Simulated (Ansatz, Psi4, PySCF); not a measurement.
Species: fluoro(silyl)silane, Si$_{2}$H$_{5}$F (charge 0, singlet). SMILES: F[SiH2][SiH3]
Geometry: optimised at B3LYP-D3(BJ)/def2-TZVP (Ansatz, a first-principles code).

M06-2X/6-31G* (5d) beside other levels, property by property. Terms: dispersion terms only where a functional's name holds one; open shells spin-unrestricted; spin-orbit terms left out; atomisation electronic, to ground-state atoms; frozen cores in correlated levels; each state is the SCF solution reached for its charge and spin; non-relativistic; six Cartesian d functions in 6-31G* and its kin unless marked 5d. CBS(X,Y): correlation extrapolated as X^-3; Hartree-Fock from the larger set (for Q and 5 zeta extrapolated as (X+1)exp(-9√X)). [CCSD(T)-MP2]/basis is that difference in the basis named. First-principles rows: single points at B3LYP-D3(BJ) geometries (Ansatz), with unscaled harmonic terms from B3LYP/6-31G* (Ansatz) at its own minima, enthalpies of formation by atomisation with measured atoms. Anions need diffuse functions, which STO-3G, LANL2DZ, def2-SVP, cc-pVDZ and Pople sets without + lack. Levels can end on unlike triplets.

Coupled cluster (Ansatz) is a level with limits of its own, used here on species with T1 under 0.025 (0.045 for open shells) and stable references: (a) RI-MP2/CBS(aug-cc-pV(T+d)Z,aug-cc-pV(Q+d)Z)+[CCSD(T)-MP2]/aug-cc-pV(T+d)Z; (b) RI-MP2/CBS(cc-pV(T+d)Z,cc-pV(Q+d)Z)+[CCSD(T)-MP2]/cc-pV(T+d)Z; (c) CCSD(T)/CBS(aug-cc-pV(T+d)Z,aug-cc-pV(Q+d)Z); (d) CCSD(T)/CBS(cc-pV(Q+d)Z,cc-pV(5+d)Z).

```csv
property,M06-2X/6-31G* (5d) (PySCF),PBE/6-31G* (Ansatz),B3LYP/STO-3G (Ansatz),wB97X-D/6-31G* (Psi4),to compare with
"deprotonation enthalpy (H-Si bond) at 298 K, to F[SiH2][SiH2-] + H+ (kcal/mol)",357.4,355.3,472.4,361.4,355.3 coupled cluster (c)
"H-Si bond dissociation enthalpy at 298 K, to F[SiH2][SiH2] + H atom (kcal/mol)",85.6,83.6,123.3,88.0,88.7 coupled cluster (c)
atomisation energy (kcal/mol),578.8,575.2,746.4,581.7,592.2 coupled cluster (d)
enthalpy of formation at 298 K (kcal/mol),-64.4,-60.7,-231.9,-67.3,-77.7 coupled cluster (d)
"vertical triplet-singlet gap, E(triplet) - E(singlet) (eV)",6.22,5.54,8.58,6.18,5.85 coupled cluster (a)
vertical ionisation energy to the doublet (eV),10.65,10.21,7.73,10.60,10.86 coupled cluster (a)
"F-Si bond dissociation enthalpy at 298 K, to [SiH2][SiH3] (Si2H5) + F atom (kcal/mol)",141.4,142.9,121.4,140.7,147.5 coupled cluster (b)
"H-Si bond dissociation enthalpy at 298 K, to F[SiH][SiH3] + H atom (kcal/mol)",88.6,84.9,115.0,90.2,91.2 coupled cluster (c)
```

As the rows show:
- deprotonation enthalpy (H-Si bond) at 298 K, to F[SiH2][SiH2-] + H+: M06-2X/6-31G* (5d) lies 2.1 kcal/mol above coupled cluster.
- H-Si bond dissociation enthalpy at 298 K, to F[SiH2][SiH2] + H atom: M06-2X/6-31G* (5d) lies 3.1 kcal/mol below coupled cluster.
- atomisation energy: M06-2X/6-31G* (5d) lies 13.4 kcal/mol below coupled cluster.
- enthalpy of formation at 298 K: M06-2X/6-31G* (5d) lies 13.3 kcal/mol above coupled cluster.
- vertical triplet-singlet gap, E(triplet) - E(singlet): M06-2X/6-31G* (5d) lies 0.37 eV above coupled cluster.
- vertical ionisation energy to the doublet: M06-2X/6-31G* (5d) lies 0.21 eV below coupled cluster.
- F-Si bond dissociation enthalpy at 298 K, to [SiH2][SiH3] (Si2H5) + F atom: M06-2X/6-31G* (5d) lies 6.1 kcal/mol below coupled cluster.
- H-Si bond dissociation enthalpy at 298 K, to F[SiH][SiH3] + H atom: M06-2X/6-31G* (5d) lies 2.6 kcal/mol below coupled cluster.

The properties are those with a value to compare with, at most eight drawn at random. No case is left out for the size of its miss. Left out are saddle points of the reference geometry, anions that the best level run finds unbound, excited spin states, species near biochemistry, 298 K rows of species without real B3LYP wavenumbers, cases with under five habitual levels, runs that failed or that the program found above a lower state of the same kind, table entries that another table contradicts, and a share of species set aside by lot.
